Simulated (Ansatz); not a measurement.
Results of LDA (Ansatz, a first-principles code, plane waves, PAW) for hcp Mg.

Run with plane-wave cutoff 520 eV, 16×16×10 k mesh (along the axes of the cell as run), Fermi–Dirac smearing 0.1 eV, perturbation theory, force constants from a 4×4×2 q mesh, scalar-relativistic PAW data made under PBE.

Computed at the level's own relaxed cell.

Harmonic phonon frequencies (cm⁻¹; i marks an imaginary mode):

| q point | frequencies |
|---|---|
| Γ | (withheld) |
| A | 96 96 96 96 183 183 |

Task: What belongs in the gaps?

Result: 
- Γ, frequencies: 0 0 0 130 130 257

No imaginary mode appears at these points.
